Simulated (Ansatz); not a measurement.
## C₄H₆S, SMILES CC=C=CS: a geometry optimisation, step by step

Computed with Ansatz's Python interface.

The cells in order, each with its output:

```python
import itertools

import ansatz as az
from ase.data import atomic_numbers, covalent_radii
import numpy as np
import pandas as pd
```

```python
BASIS_SET = "def2-SVP"
FUNCTIONAL = "B3LYP"
```

```python
geometry_ang = [
    ("C", (-1.4294, 0.2207, 0.9529)),
    ("C", (-0.0299, -0.0826, 0.9511)),
    ("C", (0.7549, 0.094, -0.0631)),
    ("C", (1.6727, 0.2762, -1.052)),
    ("S", (1.4469, -0.7173, -2.4773)),
    ("H", (-1.6949, 1.0095, 1.7273)),
    ("H", (-1.762, 0.6955, -0.0135)),
    ("H", (-2.0381, -0.6139, 1.1209)),
    ("H", (0.3708, -0.4937, 1.9107)),
    ("H", (2.3754, 1.0243, -0.9863)),
    ("H", (0.399, -1.4697, -2.0501)),
]
geometry = az.Crystal.molecule()
for symbol, xyz in geometry_ang:
    geometry = geometry.atom(symbol, xyz)

setup = geometry.calculation().basis(gaussian=BASIS_SET).functional(FUNCTIONAL).accuracy("medium")
symbols = [site.symbol for site in geometry.cartesian_sites]
start = np.array([site.position_ang for site in geometry.cartesian_sites], dtype=float)
def progress(event):
    if event["event"] == "relax_step":
        row = event["data"]
        print(f"step {row['step']:3d}  E = {row['lagrangian_ev']:.6f} eV  largest force component {row['allowed_force_max_ev_ang']:.4f} eV/A")
```

```python
report = setup.relax(force_tolerance=0.02, max_steps=100).session().plan().execute(on_event=progress).report
end = np.array(report["positions_ang"])
```

    step   1  E = -15072.861360 eV  largest force component 4.8477 eV/A
    step   2  E = -15073.447823 eV  largest force component 1.4389 eV/A
    step   3  E = -15073.557838 eV  largest force component 0.4976 eV/A
    step   4  E = -15073.583182 eV  largest force component 0.3249 eV/A
    step   5  E = -15073.602041 eV  largest force component 0.1319 eV/A
    step   6  E = -15073.609011 eV  largest force component 0.0511 eV/A
    step   7  E = -15073.612461 eV  largest force component 0.0629 eV/A
    step   8  E = -15073.612462 eV  largest force component 0.0630 eV/A
    step   9  E = -15073.612701 eV  largest force component 0.0640 eV/A
    step  10  E = -15073.613282 eV  largest force component 0.0984 eV/A
    step  11  E = -15073.613588 eV  largest force component 0.0205 eV/A
    step  12  E = -15073.613623 eV  largest force component 0.0051 eV/A

```python
print("reference energy %16.6f eV" % report["reference_energy_ev"])
print("total energy     %16.6f eV" % report["free_energy_ev"])
print("occupied orbitals outside the frozen core (up, down):", report["n_occupied"], " frozen:", report["n_frozen"], " virtual:", report["n_virtual"])
```

    reference energy    -15073.613869 eV
    total energy        -15073.613869 eV
    occupied orbitals outside the frozen core (up, down): [23, 23]  frozen: 0  virtual: [81, 81]

```python
radius = [covalent_radii[atomic_numbers[s]] for s in symbols]
span = lambda where, i, j: np.linalg.norm(where[i] - where[j])
bonded = [(i, j) for i, j in itertools.combinations(range(len(symbols)), 2) if min(span(start, i, j), span(end, i, j)) < 1.2 * (radius[i] + radius[j])]
print("pair        before    after (A)")
for i, j in bonded:
    print(f"{symbols[i]}{i}-{symbols[j]}{j}".ljust(10), f"{span(start, i, j):8.4f} {span(end, i, j):8.4f}")

charges = report["charge_distribution"]
table = pd.DataFrame({"atom": symbols, "mulliken": charges["mulliken_charges_e"], "lowdin": charges["lowdin_charges_e"]})
print(table.round(3).to_string())
print("dipole (e A):", np.round(charges["dipole_moment_e_ang"], 4) + 0.0)
with open("c4h6s_opt.xyz", "w") as handle:
    handle.write(f"{len(symbols)}\nrelaxed C4H6S\n")
    handle.writelines(f"{s:2s} {x:11.6f} {y:11.6f} {z:11.6f}\n" for s, (x, y, z) in zip(symbols, end))
```

    pair        before    after (A)
    C0-C1        1.4320   1.5082
    C0-H5        1.1368   1.1038
    C0-H6        1.1269   1.0995
    C0-H7        1.0466   1.1037
    C1-C2        1.2945   1.3142
    C1-H8        1.1182   1.1008
    C2-C3        1.3614   1.3111
    C3-S4        1.7520   1.7849
    C3-H9        1.0285   1.0970
    S4-H10       1.3589   1.3530
       atom  mulliken  lowdin
    0     C     0.061   0.048
    1     C    -0.241  -0.043
    2     C     0.195  -0.108
    3     C    -0.238  -0.207
    4     S    -0.015   0.285
    5     H     0.027   0.009
    6     H     0.022   0.007
    7     H     0.025   0.009
    8     H     0.034   0.023
    9     H     0.070   0.013
    10    H     0.060  -0.037
    dipole (e A): [-0.2129 -0.0297  0.2122]

`c4h6s_opt.xyz`, as written:
```text
11
relaxed C4H6S
C    -1.504460    0.361980    1.050221
C    -0.084720   -0.134536    0.938402
C     0.721437    0.066250   -0.079917
C     1.524175    0.259596   -1.098414
S     1.731839   -0.776543   -2.536821
H    -1.619802    1.017819    1.930551
H    -1.810492    0.924086    0.156236
H    -2.203187   -0.481135    1.188595
H     0.298038   -0.708330    1.796359
H     2.179082    1.138602   -1.140673
H     0.833491   -1.724788   -2.183940
```

What to keep in mind:
- These settings explore the input space; basis and method may be short of convergence.
- The end point is the stationary point reached from this start; no frequency run checks that it is a minimum, and the basis set is modest.
- The Löwdin charges here are taken after orthogonalising the functions within each atom; they differ from plain Löwdin charges, and their signs can be unphysical.
- b3lyp holds the VWN-RPA fit, as in Gaussian; the form of ORCA and Turbomole is b3lyp5.
- It ran for 61 s on 1 thread of Arm Neoverse V1, on a shared host, peak memory 0.33 GiB.
